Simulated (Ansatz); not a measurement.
A CCSD(T) single point on H$_{2}$S$_{2}$Si, SMILES `[SiH2]1SS1`.

```yaml
crystal:
  periodic: [false, false, false]
  atoms:
    - {symbol: Si, position_ang: [-0.240247, 0.214394, -0.210251]}
    - {symbol: S, position_ang: [1.730736, -0.309945, 0.266533]}
    - {symbol: S, position_ang: [0.066736, -1.347206, 1.151438]}
    - {symbol: H, position_ang: [-0.743894, -0.126035, -1.556382]}
    - {symbol: H, position_ang: [-0.763429, 1.495092, 0.307161]}
basis:
  gaussian: {orbitals: def2-QZVPP}
correlation: {method: ccsd_t}
```

```sh
$ ansatz run in.yaml --threads 2 --pin off --events-out ev --progress --plain --max-ram 4352MiB
```

The program prints (abridged):

```
Functional definition: HF
1597 factors; integrals over basis functions are off by at most 5.0e-4 eV
mean field evaluation 1: about -29529.9647 eV, gradient 1.4e1 eV
mean field evaluation 2: about -29530.1761 eV, gradient 1.4e1 eV
mean field evaluation 4: about -29531.0902 eV, gradient 2.4e0 eV
mean field evaluation 8: about -29531.1153 eV, gradient 1.8e-1 eV
mean field -29531.11574741 eV, -1085.2484868080 hartree, gradient 2.8e-6 eV, S^2 0.000000; 0 other end points of the search recorded, 0 dependent functions left out
15 core orbitals not correlated: weight in the atoms' cores, before any rotation towards them, 1.000 or more for the frozen orbitals, at most 0.000 for the correlated occupied ones
reference -29531.11574741 eV, -1085.2484868080 hartree; 9, 9 occupied and 246, 246 virtual orbitals, 1597 factors
second order -13.67666137 eV of doubles, -0.00000000 eV of singles
cycle   1  -14.10948376 eV  change   -4.3e-1 eV  update   9.0e-2
cycle   2  -14.50856073 eV  change   -4.0e-1 eV  update   2.7e-2
cycle   3  -14.58486418 eV  change   -7.6e-2 eV  update   1.3e-2
cycle   4  -14.57667391 eV  change    8.2e-3 eV  update   3.1e-3
cycle   5  -14.57633860 eV  change    3.4e-4 eV  update   1.4e-3
cycle   6  -14.57630506 eV  change    3.4e-5 eV  update   4.6e-4
cycle   7  -14.57613557 eV  change    1.7e-4 eV  update   1.9e-4
cycle   8  -14.57621303 eV  change   -7.7e-5 eV  update   7.4e-5
cycle   9  -14.57623455 eV  change   -2.2e-5 eV  update   2.9e-5
cycle  10  -14.57620997 eV  change    2.5e-5 eV  update   1.2e-5
cycle  11  -14.57621642 eV  change   -6.5e-6 eV  update   4.9e-6
perturbative correction -0.82379635 eV, -0.0302739575 hartree
Total energy: -29546.51576018 eV, -1085.8144268389 hartree
```

It took 5.6 min on 2 threads of an Arm Neoverse V2 on a shared host, with 2.1 GiB of host memory at the peak.

The correlation energy is -15.400 eV, 5.3 % of it from (T); the T1 diagnostic reads 0.0128.
